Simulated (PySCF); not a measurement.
## Relaxation of quartet AlO₂

All numbers come from PySCF, UPBE0, basis Al def2-TZVP, O def2-TZVP (no relativity, density fitting). A (50,194) grid was used.

A hand-made bent start, of C2v symmetry, held to at least that symmetry:

```xyz
3
charge 0 multiplicity 4, angstrom
Al    0.0000    0.0000   -0.5290
O     1.3926    0.0000    0.4461
O    -1.3926    0.0000    0.4461
```

**Question.** What forces act on the atoms at the start (eV/Å)?

**Answer.** 
| atom | Fx | Fy | Fz |
| --- | --- | --- | --- |
| Al1 | 0.00 | 0.00 | -1.57 |
| O2 | 1.13 | 0.00 | 0.78 |
| O3 | -1.13 | 0.00 | 0.78 |

**Question.** What does it relax to?

**Answer.** It ends at C2v with Al–O 1.756 Å (×2); O–Al–O 110.8°. A frequency run shows a minimum. Other isomers or separated fragments may lie lower.

**Question.** How much energy is released, and in how many steps?

**Answer.** 7.0 kJ/mol in 5 steps.

At this level a doublet minimum of C2v symmetry lies 78 kJ/mol below this structure.
